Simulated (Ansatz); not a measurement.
Process, species as SMILES: C#N (CH-N) → C atom + H atom + N atom
B3LYP-D3(BJ)/def2-TZVP geometries, fixed; electronic energies without zero-point terms.

The atomisation energy at MP2 with Ansatz (a quantum-chemistry and plane-wave program), in kcal/mol, split into its Hartree-Fock and correlation parts. Cores are frozen. Open shells are unrestricted. No added dispersion term, no relativity. Functions are those of the species that has most.

```csv
basis,X,functions,Hartree-Fock,MP2
aug-cc-pVDZ,2,55,193.12,296.11
aug-cc-pVTZ,3,115,199.05,314.28
aug-cc-pVQZ,4,206,199.78,319.94
```

Worked estimate of the basis-set limit from each neighbouring pair, with Hartree-Fock from the larger set and the correlation part extrapolated as X^-3.
Correlation parts: X = 2: 102.99, X = 3: 115.23, X = 4: 120.16.
- (2,3): (27·(115.23) - 8·(102.99))/19 = 120.38; with Hartree-Fock 199.05 the estimate is 319.43 kcal/mol.
- (3,4): (64·(120.16) - 27·(115.23))/37 = 123.76; with Hartree-Fock 199.78 the estimate is 323.54 kcal/mol.
The last two estimates differ by 4.10 kcal/mol; the largest set lies 3.60 from the last. Over the last step Hartree-Fock moves by 0.73 and the correlation part by 4.93.
